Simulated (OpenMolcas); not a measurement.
# A workflow on H2S2 (SMILES SS)

Wanted: the energy (UHF/STO-3G), then a single-point energy (CASSCF(2,2)/STO-3G), then the energy (CASPT2(2,2)/STO-3G), then a single-point energy (SC-NEVPT2(2,2)/STO-3G), then the energy (MRCI(2,2)/STO-3G) of H2S2. 

The calculation is run with OpenMolcas 26.06.

1 further run of the same task is left out (it didn't finish).

### 1 The molecule

The species is H2S2 (4 atoms), meant as a singlet with charge 0. SMILES: `SS`. The S1–S2 distance was set to 5.115 Å, away from the relaxed value. At this shape a bond of the SMILES string is far longer than usual.

Bond lengths: S1–H3 1.347 Å, S2–H4 1.347 Å.

### 2 The energy at UHF/STO-3G (run 1)

File step1.inp:

```
&GATEWAY
  BASLIB
  $CurrDir
  BASISSET
  S.STO-3G....
  S1 1.870870 -3.655365 0.315685 angstrom
  S2 0.060220 1.121560 0.067360 angstrom
  End of Basis
  BASISSET
  H.STO-3G....
  H3 0.860970 -4.218745 1.005875 angstrom
  H4 -0.619290 1.020250 -1.090950 angstrom
  End of Basis

&SEWARD

&SCF
  UHF
  SCRAMBLE
  0.25
  PRORBITALS
  1 1
```

The basis set STO-3G is read from a file made from the Basis Set Exchange's data (not shown).

Launch:

```
$ export MOLCAS_MEM=1860
$ pymolcas step1.inp > step1.log
```

What it wrote, cut to the lines that bear on the results:

```text
--- Start Module: gateway ---
[...]
--- Stop Module: gateway /rc=_RC_ALL_IS_WELL_ ---
--- Start Module: seward ---
[...]
      Basis functions           20
--- Stop Module: seward /rc=_RC_ALL_IS_WELL_ ---
--- Start Module: scf ---
[...]
       Convergence after  50 Iterations
[...]
::    Total SCF energy                               -787.4205621104
[...]
      Total spin, S                                     0.6206283999
[...]
      Total electronic charge=   34.000000
      Total            charge=   -0.000000
[...]
      Dipole Moment (debye):
      Origin of the operator (angstrom)=    0.9397   -1.2771    0.1844
                   X= -8.5602E-01               Y= -3.3508E-01               Z= -2.3749E-01           Total=  9.4945E-01
      Quadrupole Moment (debye*angstrom):
[...]
--- Stop Module: scf /rc=_RC_ALL_IS_WELL_ ---
[...]
```

Wall time 2 s (1 thread of AMD EPYC 9R45 (Zen 5), shared host); peak memory 0.37 GiB.

### 3 A single-point energy at CASSCF(2,2)/STO-3G (run 2)

File step2.input:

```
&gateway
 baslib=$CurrDir
 basisset
 S.STO-3G....
 S1 1.870870 -3.655365 0.315685 angstrom
 S2 0.060220 1.121560 0.067360 angstrom
 End of Basis
 basisset
 H.STO-3G....
 H3 0.860970 -4.218745 1.005875 angstrom
 H4 -0.619290 1.020250 -1.090950 angstrom
 End of Basis

&seward

&rasscf
 fileorb=$CurrDir/step1.UnaOrb
 spin=1
 nactel=2 0 0
 inactive=16
 ras2=2
 orblisting=Nothing
```

The basis set STO-3G is read from a file made from the Basis Set Exchange's data (not shown).

Launch:

```
$ export MOLCAS_MEM=1860
$ pymolcas step2.input > step2.log
```

What it wrote, cut to the lines that bear on the results:

```text
--- Start Module: gateway ---
[...]
--- Stop Module: gateway /rc=_RC_ALL_IS_WELL_ ---
--- Start Module: seward ---
[...]
      Basis functions           20
--- Stop Module: seward /rc=_RC_ALL_IS_WELL_ ---
--- Start Module: rasscf ---
[...]
      Number of active orbitals                  2
[...]
      Spin quantum number                      0.0
[...]
      Active orbitals                            2
[...]
      Number of CSFs                             3
[...]
      Number of root(s) required                 1
[...]
      Convergence after  5 iterations
[...]
      printout of CI-coefficients larger than  0.05 for root  1
      energy=    -787.419048
      conf/sym  11     Coeff  Weight
             1  20  -0.70757 0.50065
             3  02   0.70664 0.49935
      Natural orbitals and occupation numbers for root  1
      sym 1:   1.001306   0.998694
      ************************************************************************************************************************
      *                                                    Final results                                                     *
[...]
::    RASSCF root number  1 Total energy:   -787.41904787
[...]
      Total electronic charge=   34.000000
      Total            charge=   -0.000000
[...]
      Dipole Moment (debye):
      Origin of the operator (angstrom)=    0.9397   -1.2771    0.1844
                   X= -8.4728E-01               Y= -3.3135E-01               Z= -2.3513E-01           Total=  9.3966E-01
      Quadrupole Moment (debye*angstrom):
[...]
--- Stop Module: rasscf /rc=_RC_ALL_IS_WELL_ ---
[...]
```

Wall time 1.3 s (1 thread of AMD EPYC 9R45 (Zen 5), shared host); peak memory 0.37 GiB.

### 4 A single-point energy at CASPT2(2,2)/STO-3G (run 3)

File step3.inp:

```
* H2S2 CASPT2

&GATEWAY
  BasLib=$CurrDir
  BasisSet
  S.STO-3G....
  S1 1.870870 -3.655365 0.315685 angstrom
  S2 0.060220 1.121560 0.067360 angstrom
  End of Basis
  BasisSet
  H.STO-3G....
  H3 0.860970 -4.218745 1.005875 angstrom
  H4 -0.619290 1.020250 -1.090950 angstrom
  End of Basis

&SEWARD

&RASSCF
  FileOrb=$CurrDir/step2.RasOrb
  Spin=1
  Nactel=2 0 0
  Inactive=16
  Ras2=2
  OrbListing=Nothing

&CASPT2
  Imaginary=0.1
  Frozen=10
```

The basis set STO-3G is read from a file made from the Basis Set Exchange's data (not shown).

Launch:

```
$ export MOLCAS_MEM=1860
$ pymolcas step3.inp > step3.log
```

What it wrote, cut to the lines that bear on the results:

```text
--- Start Module: gateway ---
[...]
--- Stop Module: gateway /rc=_RC_ALL_IS_WELL_ ---
[...]
      Basis functions           20
[...]
--- Start Module: rasscf ---
[...]
      Number of active orbitals                  2
[...]
      Spin quantum number                      0.0
[...]
      Active orbitals                            2
[...]
      Number of CSFs                             3
[...]
      Number of root(s) required                 1
[...]
      Convergence after  4 iterations
[...]
      printout of CI-coefficients larger than  0.05 for root  1
      energy=    -787.419048
      conf/sym  11     Coeff  Weight
             1  20  -0.70757 0.50065
             3  02   0.70664 0.49935
      Natural orbitals and occupation numbers for root  1
      sym 1:   1.001306   0.998694
      ************************************************************************************************************************
      *                                                    Final results                                                     *
[...]
::    RASSCF root number  1 Total energy:   -787.41904787
[...]
      Total electronic charge=   34.000000
      Total            charge=   -0.000000
[...]
      Dipole Moment (debye):
      Origin of the operator (angstrom)=    0.9397   -1.2771    0.1844
                   X= -8.4728E-01               Y= -3.3135E-01               Z= -2.3513E-01           Total=  9.3966E-01
      Quadrupole Moment (debye*angstrom):
[...]
--- Stop Module: rasscf /rc=_RC_ALL_IS_WELL_ ---
--- Start Module: caspt2 ---
[...]
 ###    WARNING: User changed nr of frozen orbitals.                         ###
 ###############################################################################
[...]
      E2 (Variational):          -0.0298305335
      Total energy:            -787.4488784015
[...]
      Reference weight:           0.98481
[...]
::    CASPT2 Root  1     Total energy:   -787.44887840
[...]
--- Stop Module: caspt2 /rc=_RC_ALL_IS_WELL_ ---
[...]
```

It took 1.4 s on 1 thread of AMD EPYC 9R45 (Zen 5), shared host; peak memory 0.37 GiB.

### 5 The energy at SC-NEVPT2(2,2)/STO-3G (run 4)

File step4.input:

```
&GATEWAY
BasLib = $CurrDir
BasisSet
S.STO-3G....
S1 1.870870 -3.655365 0.315685 angstrom
S2 0.060220 1.121560 0.067360 angstrom
End of Basis
BasisSet
H.STO-3G....
H3 0.860970 -4.218745 1.005875 angstrom
H4 -0.619290 1.020250 -1.090950 angstrom
End of Basis
&SEWARD
&RASSCF
FileOrb = $CurrDir/step2.RasOrb
Spin = 1
Nactel = 2 0 0
Inactive = 16
Ras2 = 2
OrbListing = Nothing
&CASPT2
SC-NEVPT2
Frozen = 10
```

The basis set STO-3G is read from a file made from the Basis Set Exchange's data (not shown).

Launch:

```
$ export MOLCAS_MEM=1860
$ pymolcas step4.input > step4.log
```

What it wrote, cut to the lines that bear on the results:

```text
--- Start Module: gateway ---
[...]
--- Stop Module: gateway /rc=_RC_ALL_IS_WELL_ ---
[...]
      Basis functions           20
[...]
--- Start Module: rasscf ---
[...]
      Number of active orbitals                  2
[...]
      Spin quantum number                      0.0
[...]
      Active orbitals                            2
[...]
      Number of CSFs                             3
[...]
      Number of root(s) required                 1
[...]
      Convergence after  4 iterations
[...]
      printout of CI-coefficients larger than  0.05 for root  1
      energy=    -787.419048
      conf/sym  11     Coeff  Weight
             1  20  -0.70757 0.50065
             3  02   0.70664 0.49935
      Natural orbitals and occupation numbers for root  1
      sym 1:   1.001306   0.998694
      ************************************************************************************************************************
      *                                                    Final results                                                     *
[...]
::    RASSCF root number  1 Total energy:   -787.41904787
[...]
      Total electronic charge=   34.000000
      Total            charge=   -0.000000
[...]
      Dipole Moment (debye):
      Origin of the operator (angstrom)=    0.9397   -1.2771    0.1844
                   X= -8.4728E-01               Y= -3.3135E-01               Z= -2.3513E-01           Total=  9.3966E-01
      Quadrupole Moment (debye*angstrom):
[...]
--- Stop Module: rasscf /rc=_RC_ALL_IS_WELL_ ---
--- Start Module: caspt2 ---
[...]
 ###    WARNING: User changed nr of frozen orbitals.                         ###
 ###############################################################################
[...]
      E2 (Variational):          -0.0300412954
[...]
      E2 (Variational):          -0.0300412939
      Total energy:            -787.4490891620
[...]
      Reference weight:           0.98443
[...]
::    SC-NEVPT2 Root  1     Total energy:   -787.44908916
[...]
--- Stop Module: caspt2 /rc=_RC_ALL_IS_WELL_ ---
[...]
```

Run time: 1.3 s. Hardware: 1 thread of AMD EPYC 9R45 (Zen 5), shared host; peak memory 0.37 GiB.

### 6 The energy at MRCI(2,2)/STO-3G (run 5)

File step5.input:

```
&GATEWAY
BasLib=$CurrDir
BasisSet
S.STO-3G....
S1 1.870870 -3.655365 0.315685 angstrom
S2 0.060220 1.121560 0.067360 angstrom
End of Basis
BasisSet
H.STO-3G....
H3 0.860970 -4.218745 1.005875 angstrom
H4 -0.619290 1.020250 -1.090950 angstrom
End of Basis
&SEWARD
&RASSCF
FileOrb=$CurrDir/step2.RasOrb
Spin=1
Nactel=2 0 0
Inactive=16
Ras2=2
OrbListing=Nothing
&MOTRA
LumOrb
Frozen=10
&GUGA
Electrons=14
Spin=1
Inactive=6
Active=2
CIAll=1
&MRCI
SDCI
```

The basis set STO-3G is read from a file made from the Basis Set Exchange's data (not shown).

Launch:

```
$ export MOLCAS_MEM=1860
$ pymolcas step5.input > step5.log
```

What it wrote, cut to the lines that bear on the results:

```text
--- Start Module: gateway ---
[...]
--- Stop Module: gateway /rc=_RC_ALL_IS_WELL_ ---
[...]
      Basis functions           20
[...]
      Number of active orbitals                  2
[...]
      Spin quantum number                      0.0
[...]
      Active orbitals                            2
[...]
      Number of CSFs                             3
[...]
      Number of root(s) required                 1
[...]
      Convergence after  4 iterations
[...]
      printout of CI-coefficients larger than  0.05 for root  1
      energy=    -787.419048
      conf/sym  11     Coeff  Weight
             1  20  -0.70757 0.50065
             3  02   0.70664 0.49935
      Natural orbitals and occupation numbers for root  1
      sym 1:   1.001306   0.998694
      ************************************************************************************************************************
      *                                                    Final results                                                     *
[...]
::    RASSCF root number  1 Total energy:   -787.41904787
[...]
      Dipole Moment (debye):
      Origin of the operator (angstrom)=    0.9397   -1.2771    0.1844
                   X= -8.4728E-01               Y= -3.3135E-01               Z= -2.3513E-01           Total=  9.3966E-01
      Quadrupole Moment (debye*angstrom):
[...]
      *** WARNING: Default frozen orbitals is overwritten by user input.
      *** Default values:  10
[...]
--- Start Module: guga ---
[...]
--- Stop Module: guga /rc=_RC_ALL_IS_WELL_ ---
--- Start Module: mrci ---
[...]
       (But an ACPF correction will be computed)
       USE THE DEFAULT ACPF G-VALUE GFAC=  0.14285714285714285
[...]
                      CI ENERGY:  -787.46378701
[...]
                ACPF CORRECTION:    -0.00138196
[...]
      Total electronic charge=   34.000000
      Total            charge=   -0.000000
[...]
     ACPF CORRECTION:     -0.00138196
[...]
  CI State   1     Total energy:   -787.46378701     QDav:     -0.00162063     QACPF:     -0.00138196
[...]
--- Stop Module: mrci /rc=_RC_ALL_IS_WELL_ ---
[...]
```

Run time: 1.4 s. Hardware: 1 thread of AMD EPYC 9R45 (Zen 5), shared host; peak memory 0.37 GiB.

### 7 Summary of results

```
                                                    quantity          value
                             run 1, UHF/STO-3G: total energy  -787.42056 Eh
                            run 1, UHF/STO-3G: dipole moment         0.95 D
                              run 1, UHF/STO-3G: HOMO energy       -6.59 eV
                              run 1, UHF/STO-3G: LUMO energy        5.98 eV
                            run 1, UHF/STO-3G: HOMO–LUMO gap       12.57 eV
                                     run 1, UHF/STO-3G: ⟨S²⟩          1.006
                     run 2, CASSCF(2,2)/STO-3G: total energy  -787.41905 Eh
   run 2, CASSCF(2,2)/STO-3G: dipole moment (CASSCF density)         0.94 D
                     run 3, CASPT2(2,2)/STO-3G: total energy  -787.44888 Eh
   run 3, CASPT2(2,2)/STO-3G: dipole moment (CASSCF density)         0.94 D
                  run 4, SC-NEVPT2(2,2)/STO-3G: total energy  -787.44909 Eh
run 4, SC-NEVPT2(2,2)/STO-3G: dipole moment (CASSCF density)         0.94 D
                       run 5, MRCI(2,2)/STO-3G: total energy  -787.46379 Eh
     run 5, MRCI(2,2)/STO-3G: dipole moment (CASSCF density)         0.94 D
```

**Reading.** ⟨S²⟩ (run 1, UHF/STO-3G) is 1.01 where a pure singlet has 0.00: the reference is spin-contaminated. Mulliken charges (run 5, MRCI(2,2)/STO-3G) of the CASSCF density run from -0.06 on H3 to +0.06 on S1.
